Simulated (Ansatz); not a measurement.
C2H7OPS, SMILES `CC(O)SP` at its PBE0-D4/def2-TZVP geometry, where that method's forces vanish. Total charge 0; spin multiplicity 1.

```xyz
12

C     1.6987   -0.3343    0.3561
C     0.2917   -0.1512   -0.1717
O     0.1804    0.9216   -1.0565
S    -0.8254    0.0026    1.2827
P    -2.7506    0.0814    0.4528
H     1.7715   -1.2266    0.9798
H     2.0018    0.5277    0.9573
H     2.3888   -0.4314   -0.4844
H    -0.0338   -1.0301   -0.7313
H     0.4419    1.7233   -0.5907
H    -2.4854    0.9840   -0.6102
H    -2.6796   -1.0671   -0.3838
```

Problem. What forces (eV/Å) does ωB97M-V/def2-TZVPP give on these atoms in the Gaussian-basis code of Ansatz? (An estimate is asked.)

Solution. Computed: 
```
C1   0.199 -0.036  0.026
C2  -0.164 -0.328  0.101
O3   0.011  0.266 -0.116
S4   0.100  0.027  0.053
P5  -0.054 -0.015 -0.246
H6  -0.011  0.066 -0.047
H7  -0.032 -0.049 -0.043
H8  -0.052  0.009  0.069
H9   0.040  0.072  0.040
H10 -0.024 -0.030 -0.032
H11 -0.023 -0.095  0.113
H12  0.011  0.114  0.080
```
